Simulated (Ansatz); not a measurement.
Input file for Ansatz (a program for electronic structure): R-CCSD(T)/aug-cc-pV(T+d)Z on SiH2 (SMILES [SiH2]), atoms moved off the minimum. Files ending in .json are basis or fitting sets from the Basis Set Exchange.

Ansatz 0.2 input:
```yaml
crystal:
  periodic: [false, false, false]
  atoms:
    - {symbol: Si, position_ang: [0.06590405, 0.02413303, 0.19009011]}
    - {symbol: H, position_ang: [-0.12211055, -1.21095434, -0.85787148]}
    - {symbol: H, position_ang: [-0.05130145, 1.00517424, -1.03809050]}
basis:
  gaussian:
    orbitals: aug-cc-pV_T+d_Z.json
magnetization: {spin_polarized: false}
correlation: {method: ccsd_t, electrons: outside_noble_gas}
scf: {lower_state_search: off}
output: {forces: true}
```

Problem. Predict the final total energy.

Solution. -290.1703 hartree (reference determinant -290.0266, T1 diagnostic 0.015).

Problem. How many basis functions does it have, and what does it roughly cost on one machine?

Solution. 101 functions; very roughly 10 core-seconds.
